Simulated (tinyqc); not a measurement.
Ways to converge the cycle: SCF convergence aids in the sto-6g basis, for OH+, spin multiplicity 3. Computed by the program tinyqc with PySCF. 

Geometry (angstrom):

| atom | x | y | z |
|---|---|---|---|
| O | 0.0000 | 0.0000 | 0.0000 |
| H | 0.0000 | 0.0000 | 1.6180 |

lowest solution found by these runs and by PySCF with stability checks = -74.680841 hartree

UHF with one setting changed at a time; a run stops when the energy changes by less than 1e-09 hartree and the error matrix is below 1e-5. The start is random orbitals. Damping d keeps d of the old density; a shift (hartree) raises the virtual levels; DIIS n extrapolates F over n matrices.

Largest element of the error matrix X^T (FDS - SDF) X:

| iteration | plain | damping 0.3 | damping 0.6 | shift 0.4 | DIIS 3 | DIIS 8 |
|---|---|---|---|---|---|---|
| 1 | 5.7e+00 | 5.7e+00 | 5.7e+00 | 5.7e+00 | 5.7e+00 | 5.7e+00 |
| 2 | 2.7e-01 | 1.8e+00 | 3.5e+00 | 3.1e-01 | 2.7e-01 | 2.7e-01 |
| 3 | 1.0e-01 | 5.9e-01 | 2.1e+00 | 2.2e-01 | 1.0e-01 | 1.0e-01 |
| 4 | 5.0e-02 | 2.0e-01 | 1.3e+00 | 1.4e-01 | 3.5e-02 | 3.5e-02 |
| 5 | 2.7e-02 | 6.8e-02 | 8.0e-01 | 8.7e-02 | 2.8e-02 | 2.8e-02 |
| 6 | 2.9e-02 | 3.7e-02 | 4.9e-01 | 5.8e-02 | 2.9e-02 | 2.9e-02 |
| 8 | 3.1e-02 | 2.5e-02 | 1.9e-01 | 3.0e-02 | 2.8e-02 | 1.3e-02 |
| 10 | 3.4e-02 | 2.8e-02 | 7.4e-02 | 1.6e-02 | 8.4e-03 | 3.6e-03 |
| 14 | 3.4e-02 | 3.2e-02 | 2.5e-02 | 2.1e-02 | 2.7e-03 | 1.5e-04 |
| 20 | 2.1e-02 | 3.3e-02 | 3.0e-02 | 2.8e-02 | 1.5e-04 | - |
| 30 | 2.8e-03 | 1.9e-02 | 3.4e-02 | 3.4e-02 | 2.4e-05 | - |
| 45 | 7.8e-05 | 2.4e-03 | 2.5e-02 | 1.7e-02 | - | - |
| 60 | - | 2.1e-04 | 1.1e-02 | 3.2e-03 | - | - |

How each run ends:

| run | iterations | E (hartree) | state |
|---|---|---|---|
| plain | 55 | -74.680841 | lowest found |
| damping 0.3 | >60 | -74.680840 | falls steadily but slowly, by a factor of about 0.85 a step |
| damping 0.6 | >60 | -74.676731 | falls steadily but slowly, by a factor of about 0.94 a step |
| shift 0.4 | >60 | -74.680586 | falls steadily but slowly, by a factor of about 0.88 a step |
| DIIS 3 | 38 | -74.576621 | higher |
| DIIS 8 | 18 | -74.576621 | higher |

1 of 6 runs reach the lowest solution found, in 55 to 55 iterations (fastest: plain). Ending on a higher stationary point: DIIS 3, DIIS 8; a small error matrix cannot reveal that, and an occupation fixed by the start is kept by symmetry or by the shape of the basin. Not converged: damping 0.3, damping 0.6, shift 0.4. Plain steps already contract here, so damping only slows them. DIIS minimises the error, not the energy, so it can stall or settle near a saddle, and its small system turns near-singular when few rotations are active.
